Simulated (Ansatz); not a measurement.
# HNB, quartet: the ladder up to RCCSDT(Q)

Geometry: a point of a breathe scan, not a stationary point.

```xyz
3

B     0.0000    0.1177    1.2749
N     0.0000   -0.1736   -0.8678
H     0.0000    1.1499   -1.6157
```

Basis cc-pVDZ; Ansatz 0.2.0. Only valence electrons are correlated (noble-gas cores frozen), which leaves 9 electrons in 31 orbitals. Prefix R: restricted or restricted open-shell reference; prefix U: unrestricted. Active spaces: pair = (5e, 5o) about the gap; valence = (9e, 9o) chosen from the atoms' valence shells.

Full CI isn't at hand for all of this; RCCSDT(Q) serves as the reference, and is uncertain by about the last step of the cluster series. The frozen core follows each run's orbitals, which can shift R against U totals by a few meV.

Unrestricted rows (U) aren't spin-pure: their determinants' ⟨S²⟩ exceeds S(S+1) by up to 0.48, so they mix in states of higher spin. For open shells CISD is restricted-active-space CI with the open shells as a complete middle space.

```
UHF ⟨S²⟩                            : 4.242
⟨S²⟩ of the determinant under UCCSD : 4.234
T1 diagnostic (RCCSD)               : 0.0520
largest doubles amplitude (RCCSD)   : 0.104
T1 diagnostic (UCCSD)               : 0.0685
```

| level | E − E(RHF) (eV) |
| --- | --- |
| RMP2 | -4.7589 |
| UMP2 | -4.5545 |
| RCCSD | -6.1457 |
| UCCSD | -6.1445 |
| RCCSD(T) | -6.3333 |
| UCCSD(T) | -6.3158 |

Q: Estimate how far RCCSDT(Q) in cc-pVDZ lies from RCCSD(T). The table doesn't fix it; the size of (T) and the diagnostics are the guide.

A: RCCSDT(Q) in cc-pVDZ lies 6.1 kJ/mol below RCCSD(T), which is 34 % of the (T) step (-18.1 kJ/mol). T1 is raised, and the rest is a large part of (T). The miss exceeds 1 kcal/mol.

The other levels:

```json
{"level": "UHF†", "E − E(RCCSDT(Q)) (kJ/mol)": "540.8", "share of correlation (%)": "–", "wall time": "0.54 s"}
{"level": "CISD", "E − E(RCCSDT(Q)) (kJ/mol)": "72.9", "share of correlation (%)": "88.18", "wall time": "2.5 s"}
{"level": "BCCD(T)", "E − E(RCCSDT(Q)) (kJ/mol)": "6.4", "share of correlation (%)": "98.97", "wall time": "3.7 s"}
{"level": "RCCSDT", "E − E(RCCSDT(Q)) (kJ/mol)": "1.4", "share of correlation (%)": "99.77", "wall time": "–"}
{"level": "UCCSDT", "E − E(RCCSDT(Q)) (kJ/mol)": "1.5", "share of correlation (%)": "99.76", "wall time": "–"}
{"level": "UCCSDT(Q)", "E − E(RCCSDT(Q)) (kJ/mol)": "0.1", "share of correlation (%)": "99.98", "wall time": "16 s"}
{"level": "CASSCF (pair space)", "E − E(RCCSDT(Q)) (kJ/mol)": "480.5", "share of correlation (%)": "22.14", "wall time": "–"}
{"level": "NEVPT2 (pair space)", "E − E(RCCSDT(Q)) (kJ/mol)": "121.8", "share of correlation (%)": "80.27", "wall time": "1.4 s"}
{"level": "MRCISD (pair space)", "E − E(RCCSDT(Q)) (kJ/mol)": "47.0", "share of correlation (%)": "92.39", "wall time": "–"}
{"level": "MRCISD+Q (pair space)", "E − E(RCCSDT(Q)) (kJ/mol)": "-0.3", "share of correlation (%)": "100.05", "wall time": "1.7 s"}
{"level": "CASSCF (valence space)", "E − E(RCCSDT(Q)) (kJ/mol)": "355.6", "share of correlation (%)": "42.38", "wall time": "–"}
{"level": "NEVPT2 (valence space)", "E − E(RCCSDT(Q)) (kJ/mol)": "72.6", "share of correlation (%)": "88.23", "wall time": "2.6 s"}
{"level": "MRCISD (valence space)", "E − E(RCCSDT(Q)) (kJ/mol)": "19.1", "share of correlation (%)": "96.91", "wall time": "–"}
{"level": "MRCISD+Q (valence space)", "E − E(RCCSDT(Q)) (kJ/mol)": "0.4", "share of correlation (%)": "99.94", "wall time": "4.3 s"}
{"level": "MRCISD+Q(relaxed) (valence space)", "E − E(RCCSDT(Q)) (kJ/mol)": "-2.4", "share of correlation (%)": "100.40", "wall time": "6 s"}
```

A dagger marks rows that describe another state than the reference (another or a broken symmetry, a higher spin or other natural occupations), so the difference isn't the method's error.

The correlation energy at RCCSDT(Q), counted from RHF, is -6.396 eV. That run took 15 s on 1 thread of Arm Neoverse V1, shared host.

Times hold each run's SCF and search for its determinant on a shared host, so for small cases they say little of a method's own cost; they ran on 1 thread of Arm Neoverse V1.

Natural occupations of CASSCF (valence space) about the gap: 1.992 1.892 1.860 1.001 0.997 0.997 0.141 0.066 0.053; effectively unpaired electrons, Σ n²(2−n)², 3.20.
